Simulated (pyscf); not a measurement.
## Four-centre exchange: HO–GeH₃ + water (H₂O) -> HO–GeH₃ + water (H₂O)

Gas phase, singlet surface, charge 0. Bonds broken: O1–H3, O7–H8. Bonds formed: O1–H8, H3–O7. PySCF, gas phase, ωB97X-D3(BJ)/def2-SVP geometries. Correlated levels are frozen-core, on RHF or UHF. ΔMP2 is the change of the MP2 total energy from the triple- to the quadruple-zeta basis.

Transition state (Å):

```xyz
9

O     -0.6939    -0.3255    -0.6948
Ge    -2.0954     0.2271     0.2383
H      0.5689    -0.1146    -0.4676
H     -3.3198     0.2480    -0.6930
H     -2.3259    -0.7597     1.3961
H     -1.8454     1.6416     0.8020
O      1.2526     0.4997    -1.2135
H      0.1018     0.3648    -1.4568
H      1.7402    -0.1388    -1.7528
```

One imaginary mode, 2188i cm⁻¹; descent along it reached the two sides named, in the forms told below.

```json
[
 {"bond": "O1–H3", "change": "breaks", "reactant side (Å)": "0.969", "saddle": "1.300", "product side": "3.4"},
 {"bond": "O7–H8", "change": "breaks", "reactant side (Å)": "0.965", "saddle": "1.184", "product side": "1.884"},
 {"bond": "O1–H8", "change": "forms", "reactant side (Å)": "3.5", "saddle": "1.300", "product side": "0.971"},
 {"bond": "H3–O7", "change": "forms", "reactant side (Å)": "1.936", "saddle": "1.184", "product side": "0.965"}
]
```

Electronic energies relative to the separated reactants (kcal/mol):

| level | barrier | reaction energy | reverse barrier |
|---|---|---|---|
| ωB97X-D3(BJ)/def2-TZVP | 39.2 | 0.0 | 39.2 |
| PBE/def2-TZVP | 30.2 | 0.0 | 30.2 |
| r²SCAN/def2-TZVP | 33.5 | 0.0 | 33.5 |
| B3LYP-D3(BJ)/def2-TZVP | 36.9 | 0.0 | 36.9 |
| PBE0-D3(BJ)/def2-TZVP | 35.1 | 0.0 | 35.1 |
| M06-2X/def2-TZVP | 37.3 | 0.0 | 37.3 |
| ωB97M-D3(BJ)/def2-TZVP | 38.4 | 0.0 | 38.4 |
| HF/def2-TZVP | 59.2 | 0.0 | 59.2 |
| MP2/def2-QZVPP | 38.4 | 0.0 | 38.4 |
| CCSD/def2-TZVPP | 44.3 | 0.0 | 44.3 |
| CCSD(T)/def2-TZVPP | 40.8 | 0.0 | 40.8 |
| CCSD(T)/def2-TZVPP + ΔMP2(QZVPP) | 41.3 | 0.0 | 41.3 |

With CCSD(T)/def2-TZVPP + ΔMP2(QZVPP) energies and thermal terms (ideal gas, 1 atm, RRHO with modes under 100 cm⁻¹ raised to 100, one conformer, R ln 2 for chiral ones without a mode under 150 cm⁻¹), in kcal/mol:

```tsv
T (K)	ΔH‡	ΔG‡	ΔH	ΔG
298	38.8	49.0	0.0	0.0
600	38.6	59.4	0.0	0.0
900	39.2	69.6	0.0	0.0
1200	40.0	79.7	0.0	0.0
```

On the reactant side the descent ends in a complex (not fully relaxed), 6.0 kcal/mol under the separated species and 45.1 kcal/mol under the saddle at ωB97X-D3(BJ)/def2-TZVP. On the product side the descent ends in a complex (not fully relaxed), 6.1 kcal/mol under the separated species and 45.2 kcal/mol under the saddle at ωB97X-D3(BJ)/def2-TZVP. This is the saddle that the search found; another between the same sides may lie lower. The CCSD(T) − MP2 part came from Ansatz, without density fitting, on the same reference. The frozen core leaves the outer d or s,p core shells of the metals and heavy elements correlated in the MP2 and CC values, and def2-TZVPP describes them poorly, which can shift differences by a few kcal/mol. Elements up to Kr have no core potential and no relativistic terms here.
